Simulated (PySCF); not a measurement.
C3H7ClO.
Atom-mapped SMILES: `[CH3:1][C@H:2]([Cl:3])[CH2:4][OH:5]` (hydrogens: H6, H7, H8 on C1; H9 on C2; H10, H11 on C4; H12 on O5)

Geometry (PBE0-D3(BJ)/def2-SVP, Å), atoms numbered from 1 in this order:
```
atom  x, y, z in Å
C1     1.0262   -0.5891   -0.7723
C2     0.1875   -0.4315    0.4743
Cl3   -1.1046   -1.7097    0.4936
C4    -0.5093    0.9170    0.5798
O5    -1.3557    1.1725   -0.4965
H6     0.4181   -0.3827   -1.6638
H7     1.8580    0.1330   -0.7488
H8     1.4448   -1.6018   -0.8471
H9     0.7800   -0.6135    1.3832
H10    0.2659    1.7023    0.5833
H11   -1.0354    0.9721    1.5531
H12   -1.9754    0.4314   -0.5388
```

The closed-shell ground state was solved at several levels (PySCF, density fitting, gas phase, non-relativistic).

```json
{"level": "PBE0/pcSseg-1", "basis functions": "127", "total energy (Eh)": "-653.5398", "HOMO (eV)": "-8.09", "LUMO (eV)": "0.65", "gap (eV)": "8.74", "dipole (D)": "1.72"}
{"level": "wB97X-D/def2-SVPD", "basis functions": "166", "total energy (Eh)": "-653.6294", "HOMO (eV)": "-10.16", "LUMO (eV)": "2.05", "gap (eV)": "12.21", "dipole (D)": "1.81"}
{"level": "B3LYP/cc-pVTZ", "basis functions": "252", "total energy (Eh)": "-654.0692", "HOMO (eV)": "-7.81", "LUMO (eV)": "0.34", "gap (eV)": "8.15", "dipole (D)": "1.61"}
{"level": "PBE0/pcSseg-2", "basis functions": "285", "total energy (Eh)": "-653.6822", "HOMO (eV)": "-8.16", "LUMO (eV)": "0.41", "gap (eV)": "8.57", "dipole (D)": "1.71"}
{"level": "B3LYP/6-31G*", "basis functions": "88", "total energy (Eh)": "-653.9414", "HOMO (eV)": "-7.51", "LUMO (eV)": "0.61", "gap (eV)": "8.12", "dipole (D)": "1.59"}
```

Problem. What might B3LYP/def2-TZVP (203 basis functions) give for the same quantities?

Solution. Total energy -654.0666 Eh, HOMO -7.86 eV, LUMO 0.34 eV, gap 8.20 eV, dipole 1.62 D.

Problem. Over all these levels, which gives the widest orbital gap and which the narrowest?

Solution. wB97X-D/def2-SVPD (range-separated hybrid) has the widest, 12.21 eV, and B3LYP/6-31G* (global hybrid, 20 % exact exchange) the narrowest, 8.12 eV. Functional and basis both differ between the two, so the spread mixes both effects.

Problem. How much does the basis alone move the frontier levels among the 3 B3LYP rows (the withheld one included)?

Solution. The HOMO by 0.35 eV and the LUMO by 0.27 eV. By rising basis size (HOMO, LUMO in eV): 6-31G* -7.51, 0.61; def2-TZVP -7.86, 0.34; cc-pVTZ -7.81, 0.34.

Problem. How far do the dipole and the HOMO energy spread over the levels?

Solution. The dipole runs from 1.59 to 1.81 D (mean 1.68 D) and the HOMO from -10.16 to -7.51 eV.

One conformer stands for the species.

Note: wB97X-D ran without an empirical dispersion term, which enters the total energy and its gradient alone.
